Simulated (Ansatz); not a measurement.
## Molecular dynamics of CFO₂, charge -1

input.yaml

```yaml
crystal:
  periodic: [false, false, false]
  atoms:
    - { symbol: F, position_ang: [0.237945, 0.375996, -1.238838] }
    - { symbol: O, position_ang: [-0.703821, -1.050664, 0.174755] }
    - { symbol: C, position_ang: [-0.023677, -0.03743, 0.123976] }
    - { symbol: O, position_ang: [0.489552, 0.712098, 0.940107] }
total_charge: -1
basis:
  gaussian: { orbitals: def2-SVP }
hamiltonian:
  xc: cam_b3lyp
  dispersion: d4
md:
  timestep: 6.0
  n_steps: 120
  ensemble: nvt_langevin
  temperature: 50.0
  initial_velocities: maxwell_boltzmann
  seed: 984296
  friction: 0.05
scf:
  lower_state_search: "off"
```

Launched with:

```bash
$ ansatz run input.yaml --threads 1 --pin off --max-ram 2048MiB --backend cpu --events-out ev --progress --plain --runs-dir out
```

It starts from a relaxed structure.

Output, in part (step lines, the closing report, with atoms numbered from 0):

```
md step     0: t =     0.00 fs  T =    37.5 K  F+E_penalty+E_count = -7841.25938525 eV  E_kin = 0.019389 eV  (15 SCF iters)
md step     1: t =     6.00 fs  T =    42.8 K  F+E_penalty+E_count = -7841.23449025 eV  E_kin = 0.022109 eV  (20 SCF iters)
md step     2: t =    12.00 fs  T =    77.7 K  F+E_penalty+E_count = -7841.13946096 eV  E_kin = 0.040160 eV  (21 SCF iters)
md step     9: t =    54.00 fs  T = 54658.2 K  F+E_penalty+E_count = -7821.26001221 eV  E_kin = 28.260463 eV  (70 SCF iters)
md step    10: t =    60.00 fs  T = 23268.9 K  F+E_penalty+E_count = -7816.69922568 eV  E_kin = 12.030970 eV  (88 SCF iters)
md step    11: t =    66.00 fs  T = 11230.2 K  F+E_penalty+E_count = -7815.65060809 eV  E_kin = 5.806468 eV  (90 SCF iters)
md step    12: t =    72.00 fs  T =  5775.0 K  F+E_penalty+E_count = -7815.61123645 eV  E_kin = 2.985897 eV  (182 SCF iters)
md step    13: t =    78.00 fs  T =  3272.7 K  F+E_penalty+E_count = -7815.55079781 eV  E_kin = 1.692114 eV  (71 SCF iters)
[... lines left out ...]
md step   117: t =   702.00 fs  T =    70.6 K  F+E_penalty+E_count = -7819.56886615 eV  E_kin = 0.036521 eV  (87 SCF iters)
md step   118: t =   708.00 fs  T =    61.3 K  F+E_penalty+E_count = -7819.56930242 eV  E_kin = 0.031700 eV  (72 SCF iters)
md step   119: t =   714.00 fs  T =    87.3 K  F+E_penalty+E_count = -7819.58501066 eV  E_kin = 0.045149 eV  (65 SCF iters)
md step   120: t =   720.00 fs  T =    72.5 K  F+E_penalty+E_count = -7819.59408621 eV  E_kin = 0.037509 eV  (77 SCF iters)
Total energy: -7819.59418550 eV, -287.3647860060 hartree
Atom 0 at    -0.555590    -1.014414    -1.279789 Å, force    -0.057525    -0.023641     0.153181 eV/Å
Atom 1 at    -0.664924    -0.947965     0.154097 Å, force    -0.040669    -0.065651    -0.478713 eV/Å
Atom 2 at    -1.736252    -1.978640    -3.939646 Å, force     0.098276     0.089206     0.322936 eV/Å
Atom 3 at     2.853689     3.677951     3.299694 Å, force    -0.000082     0.000087     0.002596 eV/Å
Dipole moment:    -0.292862    -0.356078    -0.778938 e Å
```

The steps, from the saved trajectory:

| time (fs) | T (K) | potential energy less start (eV) |
| --- | --- | --- |
| 0.0 | 38 | 0.000 |
| 24.0 | 814 | 1.446 |
| 48.0 | 106155 | 11.407 |
| 72.0 | 5775 | 25.648 |
| 96.0 | 766 | 25.585 |
| 120.0 | 1211 | 24.522 |
| 144.0 | 399 | 23.175 |
| 168.0 | 1665 | 21.276 |
| 192.0 | 2169 | 12.810 |
| 216.0 | 9053 | 25.105 |
| 240.0 | 744 | 25.485 |
| 264.0 | 1280 | 24.290 |
| 288.0 | 567 | 22.183 |
| 312.0 | 473 | 21.863 |
| 336.0 | 60 | 21.915 |
| 360.0 | 93 | 21.862 |
| 384.0 | 48 | 21.857 |
| 408.0 | 59 | 21.844 |
| 432.0 | 32 | 21.841 |
| 456.0 | 36 | 21.843 |
| 480.0 | 35 | 21.852 |
| 504.0 | 33 | 21.848 |
| 528.0 | 39 | 21.845 |
| 552.0 | 54 | 21.832 |
| 576.0 | 62 | 21.818 |
| 600.0 | 48 | 21.808 |
| 624.0 | 104 | 21.787 |
| 648.0 | 115 | 21.765 |
| 672.0 | 105 | 21.733 |
| 696.0 | 95 | 21.702 |
| 720.0 | 73 | 21.665 |

All steps were run. The temperature shot up to 110000 K, far beyond the bath's, so the integration failed: the time step of 6 fs is too long for the fastest motions that this run met, and the later frames carry no physical meaning.

Parted: F1–C3 1.45 → 3.07 Å, O2–C3 1.22 → 4.36 Å, C3–O4 1.22 → 10.27 Å. Joined: F1–O2 2.22 → 1.44 Å. It ends as C + FO + O (total charge -1). Pairs count as bonded within 1.25 times the sum of covalent radii (0.12 Å more for H–H).

Last frame:

```xyz
4
Properties=species:S:1:pos:R:3
F -0.556 -1.014 -1.280
O -0.665 -0.948 0.154
C -1.736 -1.979 -3.940
O 2.854 3.678 3.300
```

Run time: 2.4 min on 1 thread of Arm Neoverse V2 (shared host), peak memory 0.12 GiB.
